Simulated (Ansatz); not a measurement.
Ideal-gas functions of AlH3SSi, SMILES `[AlH]1[SiH2][S]1` at 600 K and 1 bar, from an Ansatz frequency run at PBE0-D4/def2-TZVP.

Molar mass 90.16 g/mol, point group Cs (symmetry number 1), electronic degeneracy 1, moments of inertia 74.66, 92.637, 161.411 u Å². Harmonic wavenumbers (cm⁻¹, unscaled): 354, 402, 415, 455, 499, 566, 593, 700, 951, 1974, 2209, 2221.

Use S(trans) = R[1.5 ln M + 2.5 ln T − 1.1517]; rotational temperatures θ = 24.2544 K / I; S(rot) = R[ln(√π/σ · √(T³/θAθBθC)) + 1.5]; for each mode x = 1.438777 ν̃/T, S = R[x/(eˣ − 1) − ln(1 − e⁻ˣ)] and H = RT x/(eˣ − 1); 1 cm⁻¹ = 0.0119627 kJ/mol; R = 8.31446 J/(mol·K).

Task: By hand: the entropy, in J/(mol·K).

Result: Translation 179.5. Rotation: θ = 0.3249, 0.2618, 0.1503 K, giving 115.1. Vibration, mode by mode: 9.92, 8.93, 8.69, 7.99, 7.30, 6.38, 6.05, 4.92, 3.06, 0.42, 0.26, 0.26, in all 64.2. Electronic 0.0. Sum 358.8 J/(mol·K).

Task: By hand: H − E and G − E in kJ/mol, counted from the electronic energy.

Result: Zero-point energy ½ × 11339 × 0.0119627 = 67.8; thermal vibration 22.7; translation, rotation and pV give 4 RT = 20.0. H − E = 110.5 kJ/mol, and G − E = 110.5 − 600 × 358.8/1000 = -104.8 kJ/mol.

Vibration gives 18 % of the entropy.
